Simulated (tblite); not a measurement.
Compound: C₅H₈O.
Atom-mapped SMILES: `[CH:1]#[C:2][CH2:3][CH2:4][O:5][CH3:6]` (hydrogens: H7 on C1; H8, H9 on C3; H10, H11 on C4; H12, H13, H14 on C6)

Computed with GFN2-xTB (tblite), gas phase: Langevin dynamics at 400 K from the optimised GFN2-xTB geometry, time step 0.5 fs, friction 0.01 fs⁻¹, 2000 steps. The instantaneous temperature is 2·E(kin)/(3Nk) with all 3N coordinates.

| t (fs) | T (K) | E(pot) above start (eV) | C1≡C2 (Å) | C2–C3 (Å) | C3–C4 (Å) | C4–O5 (Å) | O5–C6 (Å) | C1–H7 (Å) | C2–C3–C4–O5 (°) |
| --- | --- | --- | --- | --- | --- | --- | --- | --- | --- |
| 0 | 310 | 0.000 | 1.196 | 1.447 | 1.529 | 1.409 | 1.402 | 1.049 | 180 |
| 50 | 322 | 0.442 | 1.210 | 1.461 | 1.467 | 1.425 | 1.451 | 1.051 | -173 |
| 100 | 392 | 0.531 | 1.186 | 1.496 | 1.584 | 1.411 | 1.359 | 1.041 | -177 |
| 150 | 358 | 0.645 | 1.186 | 1.425 | 1.491 | 1.439 | 1.465 | 1.038 | -161 |
| 200 | 387 | 0.690 | 1.231 | 1.508 | 1.546 | 1.434 | 1.365 | 1.072 | -161 |
| 250 | 378 | 0.730 | 1.174 | 1.452 | 1.538 | 1.412 | 1.448 | 1.032 | -151 |
| 300 | 391 | 0.596 | 1.225 | 1.468 | 1.529 | 1.459 | 1.396 | 1.066 | -162 |
| 350 | 467 | 0.485 | 1.199 | 1.423 | 1.543 | 1.382 | 1.391 | 1.088 | -156 |
| 400 | 390 | 0.659 | 1.205 | 1.479 | 1.515 | 1.516 | 1.452 | 1.066 | 179 |
| 450 | 442 | 0.533 | 1.211 | 1.454 | 1.550 | 1.401 | 1.359 | 1.051 | 175 |
| 500 | 348 | 0.664 | 1.205 | 1.414 | 1.578 | 1.444 | 1.448 | 1.023 | 168 |
| 550 | 402 | 0.689 | 1.203 | 1.492 | 1.518 | 1.451 | 1.328 | 1.046 | 158 |
| 600 | 364 | 0.768 | 1.199 | 1.426 | 1.620 | 1.350 | 1.505 | 1.045 | 152 |
| 650 | 381 | 0.586 | 1.214 | 1.423 | 1.521 | 1.463 | 1.366 | 1.041 | 149 |
| 700 | 404 | 0.671 | 1.206 | 1.495 | 1.553 | 1.391 | 1.449 | 1.061 | 157 |
| 750 | 334 | 0.612 | 1.202 | 1.472 | 1.527 | 1.383 | 1.458 | 1.068 | 172 |
| 800 | 337 | 0.587 | 1.200 | 1.461 | 1.541 | 1.451 | 1.392 | 1.088 | 170 |
| 850 | 332 | 0.436 | 1.198 | 1.406 | 1.487 | 1.441 | 1.419 | 1.077 | 165 |
| 900 | 318 | 0.697 | 1.206 | 1.476 | 1.568 | 1.380 | 1.449 | 1.103 | 178 |
| 950 | 441 | 0.774 | 1.193 | 1.454 | 1.543 | 1.451 | 1.375 | 1.078 | 165 |
| 1000 | 361 | 0.449 | 1.186 | 1.431 | 1.581 | 1.383 | 1.404 | 1.054 | -162 |

Question: From 500 fs on, how do temperature and potential energy compare with equipartition?

Answer: The mean temperature of these 11 frames is 366 K against the target 400 K, and the mean potential energy 0.63 eV against 36 × kT/2 = 0.62 eV for 36 classical harmonic modes. For 14 atoms in a canonical ensemble the temperature itself scatters by T·√(2/(3N)) = 87 K; here its standard deviation is 36 K. The whole run lasts only 10 friction times of 100 fs, so these averages carry a wide statistical error.

Question: What are the kinetic and total energies of the listed frame with the highest potential energy?

Answer: The one at 950 fs, 0.774 eV above the start. Its kinetic energy is 3NkT/2 = 0.797 eV at 441 K, so the sum is 1.57 eV; over the listed frames the sum runs from 0.56 to 1.57 eV, since the thermostat adds and removes energy.

Question: How much do the listed bonds fluctuate from 500 fs on?

Answer: 
| bond | at the start (Å) | mean (Å) | standard deviation (Å) |
| --- | --- | --- | --- |
| C1≡C2 | 1.196 | 1.201 | 0.007 |
| C2–C3 | 1.447 | 1.450 | 0.030 |
| C3–C4 | 1.529 | 1.549 | 0.035 |
| C4–O5 | 1.409 | 1.417 | 0.038 |
| O5–C6 | 1.402 | 1.418 | 0.048 |
| C1–H7 | 1.049 | 1.062 | 0.022 |

The motion is classical and holds no zero-point motion.

The cost below is that of the whole dynamics run. The run took 25 s on an Intel Xeon at 2.50 GHz with one thread, on a shared host, and the process peaked at 0.18 GiB of memory.
